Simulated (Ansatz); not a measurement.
# AlNH₃ radical: single points off equilibrium

The task here is to estimate one member of a computed series from the others.

Method: single points in def2-TZVPP; program: Ansatz 0.2.0, Gaussian basis.

Cores are frozen in the correlated methods. Orbitals are unrestricted. B3LYP uses VWN-RPA correlation.

**The system as given**

SMILES `[NH][AlH2]`, 5 atoms, charge 0, spin multiplicity 2.

Atoms are counted from 1 here; the program's logs count them from 0.

Bond lengths: N1–Al2 1.650 Å, N1–H3 1.174 Å, Al2–H4 1.729 Å, Al2–H5 1.649 Å. Angles: Al2–N1–H3 163.8°, N1–Al2–H4 126.0°, N1–Al2–H5 129.6°, H4–Al2–H5 104.0°.

As a file:

```xyz
5
AlH3N
N     0.44390   -0.85580    0.69000
Al   -0.21620    0.25900   -0.33150
H     1.17330   -1.44390    1.39740
H    -1.59470    0.01620   -1.34630
H     0.12510    1.86390   -0.49850
```

The first run:

run/in.yaml

```yaml
crystal:
  periodic: [false, false, false]
  atoms:
    - {symbol: N, position_ang: [0.443900, -0.855800, 0.690000]}
    - {symbol: Al, position_ang: [-0.216200, 0.259000, -0.331500]}
    - {symbol: H, position_ang: [1.173300, -1.443900, 1.397400]}
    - {symbol: H, position_ang: [-1.594700, 0.016200, -1.346300]}
    - {symbol: H, position_ang: [0.125100, 1.863900, -0.498500]}
basis:
  gaussian: {orbitals: def2-TZVPP}
magnetization: {spin_polarized: true, initial_magnetization: 1}
correlation: {method: ccsd_t}
scf: {omitted_lower_state_checks: [cluster_reference]}
output: {forces: true}
```

The command line of these runs was not kept.

Among the steps run: CCSD(T)/def2-TZVPP; PBE0-D4/def2-TZVPP; wB97M-V/def2-TZVPP; r2SCAN-D4/def2-TZVPP; PBE-D4/def2-TZVPP; B3LYP-D4/def2-TZVPP; r2SCAN0-D4/def2-TZVPP.

One table of the session follows, with a row left open; its other results are not shown here.

| method | RMS force component (eV/Å) | angle to CCSD(T) forces (°) | dipole (D) |
| --- | --- | --- | --- |
| CCSD(T) | 2.841 | reference | 2.30 |
| PBE0-D4 | 2.717 | 2.5 | 2.06 |
| wB97M-V | ? | ? | ? |
| r2SCAN-D4 | 2.656 | 2.6 | 1.93 |
| PBE-D4 | 2.476 | 3.4 | 1.48 |
| B3LYP-D4 | 2.679 | 2.0 | 1.96 |
| r2SCAN0-D4 | 2.799 | 2.8 | 2.23 |

**Question.** Estimate the row for wB97M-V.

As computed: RMS force component (eV/Å): 2.808; angle to CCSD(T) forces (°): 1.4; dipole (D): 2.27. In the column «RMS force component (eV/Å)» it lies between r2SCAN0-D4 (2.799) and CCSD(T) (2.841).
